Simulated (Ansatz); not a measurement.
Born–Oppenheimer molecular dynamics of CN (2 atoms, charge 0, multiplicity 2). It starts from a relaxed structure.

Method: UKS B3LYP/def2-TZVP (Ansatz 0.2.0).

| Property | Result |
| --- | --- |
| ensemble | NVT, Nosé–Hoover chain |
| time step | 1 fs |
| steps asked | 300 |
| set temperature | 500 K |
| thermostat | time constant 100 fs, chain length 5 |
| seed | 667435 |

First frame:

```xyz
2
Properties=species:S:1:pos:R:3
C 0.496 -0.161 0.256
N -0.496 0.161 -0.256
```

Task: How far do the bonds stretch over the last three quarters of this one trajectory? (Pairs bonded in most of those frames.)

Result: 
```json
{"bond": "C1–N2", "mean (Å)": "1.167", "spread (Å)": "0.036", "shortest": "1.10", "longest": "1.24"}
```

Mean temperature of the second half: 2057 K. The conserved energy wandered by up to 6.5 meV per atom (net 1.7 meV per atom), which is poor conservation. The mean temperature of the second half is 311 % above the set value. A run of 0.3 ps of so small a system gives no equilibrium averages.

Run time: 3.6 min on 1 thread of Intel(R) Xeon(R) Platinum 8488C (Sapphire Rapids), with other jobs on the host, peak memory 0.1 GiB.
